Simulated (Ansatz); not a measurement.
Input file:

```yaml
crystal:
  periodic: [false, false, false]
  atoms:
    - {symbol: W, position_ang: [0.000000, 0.000027, 0.157097]}
    - {symbol: C, position_ang: [0.000000, -0.014098, -1.850243]}
    - {symbol: H, position_ang: [0.000009, -0.997640, -2.326283]}
    - {symbol: H, position_ang: [0.886471, 0.580366, -2.139638]}
    - {symbol: H, position_ang: [-0.886481, 0.580351, -2.139638]}
basis:
  gaussian: {orbitals: def2-SVP}
total_charge: 1
magnetization: {spin_polarized: true, initial_magnetization: 4}
correlation: {method: ccsd_t, electrons: outside_noble_gas}
output: {forces: true}
```

```sh
$ ansatz run in.yaml --threads 1 --pin off --events-out ev --progress --plain --max-ram 2560MiB --backend cpu
```

Roughly how long does this take on 1 thread of AMD EPYC 7R13, shared host, and how much host memory?

38 s wall and 0.32 GiB.

```
621 factors; integrals over basis functions are off by at most 1.1e-3 eV
mean field evaluation 1: about -2868.8724 eV, gradient 3.4e1 eV
mean field evaluation 2: about -2868.8788 eV, gradient 3.4e1 eV
mean field evaluation 4: about -2874.8341 eV, gradient 2.9e0 eV
mean field evaluation 8: about -2875.0565 eV, gradient 5.1e-1 eV
mean field evaluation 16: about -2875.3260 eV, gradient 9.0e-2 eV
mean field evaluation 32: about -2875.1089 eV, gradient 4.9e-1 eV
mean field evaluation 64: about -2875.3278 eV, gradient 1.5e-4 eV
mean field evaluation 96: about -2875.2196 eV, gradient 4.0e0 eV
mean field evaluation 128: about -2875.0522 eV, gradient 6.3e0 eV
mean field evaluation 160: about -2870.2231 eV, gradient 1.5e0 eV
...
cycle   3  -6.48698332 eV  change   -6.6e-7 eV  update   1.6e-6
cycle   4  -6.48698466 eV  change   -1.3e-6 eV  update   1.1e-6
cycle   5  -6.48698431 eV  change    3.5e-7 eV  update   8.9e-7
cycle   6  -6.48698362 eV  change    6.9e-7 eV  update   7.8e-7
cycle   7  -6.48698377 eV  change   -1.4e-7 eV  update   5.1e-7
cycle   8  -6.48698397 eV  change   -2.1e-7 eV  update   2.7e-7
cycle   9  -6.48698404 eV  change   -6.4e-8 eV  update   1.3e-7
cycle  10  -6.48698410 eV  change   -6.1e-8 eV  update   7.0e-8
cycle  11  -6.48698407 eV  change    3.0e-8 eV  update   3.8e-8
cycle  12  -6.48698406 eV  change    8.8e-9 eV  update   2.4e-8
perturbative correction -0.20456606 eV, -0.0075176640 hartree
the calculation of the forces begins
Total energy: -2882.01931587 eV, -105.9122563554 hartree
Atom 0 at     0.000000     0.000027     0.157097 Å, force     0.000000    -0.017057     1.088679 eV/Å
Atom 1 at     0.000000    -0.014098    -1.850243 Å, force    -0.000001     0.119682    -0.710877 eV/Å
Atom 2 at     0.000009    -0.997640    -2.326283 Å, force     0.000003    -0.319542    -0.167498 eV/Å
Atom 3 at     0.886471     0.580366    -2.139638 Å, force     0.173091     0.108460    -0.105152 eV/Å
Atom 4 at    -0.886481     0.580351    -2.139638 Å, force    -0.173093     0.108457    -0.105152 eV/Å
Dipole moment:    -0.000000     0.044074     0.119176 e Å
```

Forces (eV/Å):
```
W    0.000 -0.017  1.089
C    0.000  0.120 -0.711
H    0.000 -0.320 -0.167
H    0.173  0.108 -0.105
H   -0.173  0.108 -0.105
```
